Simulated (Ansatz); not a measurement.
A calculation with Ansatz (development build ahead of 0.2.0).

```yaml
crystal:
  periodic: [false, false, false]
  atoms:
    - { symbol: P, position_ang: [0.0, 0.0, 0.50677] }
    - { symbol: F, position_ang: [0.0, 2.42176, -0.87277] }
    - { symbol: F, position_ang: [1.19846, -0.69193, -0.28154] }
    - { symbol: F, position_ang: [-1.19846, -0.69193, -0.28154] }
basis:
  gaussian: { orbitals: pcseg-2 }
magnetization:
  spin_polarized: true
hamiltonian:
  xc: hf
```

The input is written out in the form of the current development build from the run's settings.

Output:

- Converged: yes
- Total energy: -639.15632 hartree
- Spin squared of the determinant: 0.961
- Stability test: minimum

Caution: the unrestricted determinant is a mixture of spin states.
